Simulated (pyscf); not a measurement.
PySCF, gas phase, ωB97X-D3(BJ)/def2-SVP geometries. MP2 and CC: frozen core, UHF for open shells. ΔMP2 is the change of the MP2 total energy from the triple- to the quadruple-zeta basis.

SMILES: C[Se]C
```xyz
9

C      0.6778    -0.0469     0.2502
Se     0.1303    -1.5563     1.3355
C     -1.7652    -1.1525     1.3441
H      0.2065    -0.0897    -0.7422
H      1.7688    -0.1048     0.1297
H      0.4235     0.9012     0.7455
H     -2.1702    -1.1639     0.3220
H     -2.2666    -1.9319     1.9351
H     -1.9528    -0.1748     1.8109
```

**Question.** What is the homolytic dissociation enthalpy (298 K, CCSD(T)/def2-TZVPP + ΔMP2(QZVPP)) of the C–Se bond of `[CH3][Se][CH3]`, to CH₃• + H₃C–Se•?

**Answer.** C–Se to CH₃• + H₃C–Se•: 66.0 kcal/mol. Other isomers of H₃C–Se• were not searched in full and may lie lower. The CCSD(T) − MP2 part came from Ansatz, without density fitting, on the same reference. The frozen core leaves the outer d or s,p core shells of the metals and heavy elements correlated in the MP2 and CC values, and def2-TZVPP describes them poorly, which can shift differences by a few kcal/mol. Elements up to Kr have no core potential and no relativistic terms here.
